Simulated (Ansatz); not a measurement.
For β-phase Ge (model structure) (like a known high-pressure phase), PBEsol (plane waves, PAW; Ansatz, an electronic-structure program) gives:

```
Quantity               Value
-------------------  -------
lattice parameter a  5.127 Å
c axis length        2.794 Å
```

Problem. What does r²SCAN in Ansatz (plane waves, PAW) give for the same quantities?

Solution. 
- lattice constant a: 5.146 Å (goes up by 0.4 %)
- lattice parameter c: 2.819 Å (rises by 0.9 %)

Changes are worked out from the printed values.

Unless a cell is named, each level is at its own relaxed cell (PBEsol 18.36, r²SCAN 18.67 Å³/atom).

Ansatz's density-functional and Hartree–Fock values are scalar-relativistic unless marked +SOC, with PAW data made under PBE.

A model structure was made by putting elements into a prototype or built by hand; it is no filed structure, need not be a known phase, and can be a saddle point held by its symmetry.
